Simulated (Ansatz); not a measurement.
For ReS2 (P-1, No. 2; cell taken from a computed entry), LDA (Ansatz, an electronic-structure program, plane waves, PAW) gives:

volume per atom: 17.67 Å³/atom
band gap at the PBEsol cell: 1.28 eV

What does r²SCAN in Ansatz (plane waves, PAW) give for the same quantities?


- equilibrium volume per atom: 19.55 Å³/atom (rises by 11 %)
- band gap at the PBEsol cell: 1.41 eV (grows by 0.13 eV)

Changes are worked out from the printed values.

Unless a cell is named, each level is at its own relaxed cell (LDA 17.67, r²SCAN 19.55 Å³/atom).

Levels without +SOC leave out spin–orbit coupling, which shifts energies and cells of such heavy elements.

Levels without +SOC have no spin–orbit coupling; where heavier elements are present it shifts gaps, mostly down, and can invert bands. Density-functional gaps are differences of (generalised) Kohn–Sham levels.

The crystal itself was run without spin with LDA, r²SCAN; a magnetic state was not tried in these runs.

Caveats: the relaxation could not lower the start's symmetry, so the cell can be a saddle point above a distorted one (LDA, r²SCAN). Ansatz's density-functional and Hartree–Fock values are scalar-relativistic unless marked +SOC, with PAW data made under PBE.
